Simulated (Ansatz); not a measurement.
# Cd2P3I (C2/c, No. 15; cell taken from a computed entry)

Method: r²SCAN (PAW; Ansatz, an electronic-structure program).

Settings: plane-wave cutoff 560 eV, 6×6×6 k mesh, Fermi–Dirac smearing 0.01 eV, scalar-relativistic PAW data made under PBE.

Cell (relaxed with PBEsol):

```
CELL_PARAMETERS angstrom
      4.10331    -4.62607    -0.00730
      4.10331     4.62607    -0.00730
     -1.24463     0.00000     7.36822
ATOMIC_POSITIONS crystal
  Cd 0.10769 0.39513 0.28366
  Cd 0.89231 0.60487 0.71634
  Cd 0.60487 0.89231 0.21634
  Cd 0.39513 0.10769 0.78366
  P  0.80324 0.19676 0.75000
  P  0.19676 0.80324 0.25000
  P  0.84116 0.93251 0.53632
  P  0.15884 0.06749 0.46368
  P  0.06749 0.15884 0.96368
  P  0.93251 0.84116 0.03632
  I  0.37933 0.62067 0.75000
  I  0.62067 0.37933 0.25000
```

- band gap = 1.45 eV
- smallest direct gap on the k points sampled = 1.92 eV
- direct gap at Γ = 2.29 eV

Note: cell and atoms aren't relaxed at this level (largest force component 0.19 eV/Å, pressure 2.1 GPa).

Spin–orbit coupling is not included; with these elements it can move the gap by several tenths of an eV or more.

The computed numbers hold no vibrational or temperature effects.

Cost on a shared machine: roughly 11 core-minutes.
